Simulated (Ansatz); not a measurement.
Results of G0W0@PBE (Ansatz, a quantum-chemistry and plane-wave program, plane waves, hard PAW, contour deformation) for rock-salt LiH.

The cell has the measured lattice parameters. Conventional cell: a = 4.0610 Å, b = 4.0610 Å, c = 4.0610 Å, α = 90.00°, β = 90.00°, γ = 90.00°.

The quasiparticle gap at Γ at a fixed k mesh 6×6×6:

```csv
response cutoff,value (eV)
"150 eV, 128 empty bands",22.660
"200 eV, 198 empty bands",22.615
"250 eV, 276 empty bands",22.593
"300 eV, 363 empty bands",22.580
```

### Question
Taking the value to converge with the response cutoff E as E^(−3/2), extrapolate from the last two rows.

### Answer
With y = y∞ + c/w and weights w = 3953 and 5196 for the last two rows, y∞ = (w2 y2 − w1 y1)/(w2 − w1) = (5196 × 22.580 − 3953 × 22.593)/1243 = 22.539 eV, which lies 0.041 beyond the last row. Successive pairs of rows give 22.532, 22.538, 22.539. The limit also hangs on the law assumed, so its last digits aren't firm.

The other settings are not extrapolated, so this is the limit in one setting alone.

At the last cutoff the smallest gap on this mesh is 4.91 eV, with an edge away from Γ.
